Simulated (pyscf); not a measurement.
A first-order saddle from PySCF, ωB97X-D3(BJ)/def2-SVP:

```xyz
7

Ge    -0.5196     0.4868    -0.4920
Cl     0.5670     1.0077    -2.2830
H      1.3734     0.3167     1.7132
H     -1.6532     1.5129    -0.3533
O     -1.1430    -1.1578    -0.6619
H      0.4960     0.4258     0.7224
H     -1.6591    -1.3013    -1.4644
```
Charge 0, spin multiplicity 2.

Surface: doublet, charge 0. Lowest wavenumbers (cm⁻¹): 838i, 137, 149, 164, 236.

Task: What reaction is this the transition state of?

Result: HO–GeH₂–Cl (SMILES [OH][GeH2][Cl]) + H• (SMILES [H]) ⇌ HO–GeH•–Cl (SMILES [OH][GeH][Cl]) + H₂ (SMILES [H][H]), a hydrogen abstraction read from left to right: Ge–H broken and H–H formed. At ωB97M-D3(BJ)/def2-TZVP it lies +3.5 kcal/mol from the left side and +26.2 kcal/mol from the right (each side as separated species at their lowest minima found). One saddle was located; it need not be the lowest between these sides. The angle at the transferred H is 177°. Elements up to Kr have no core potential and no relativistic terms here.
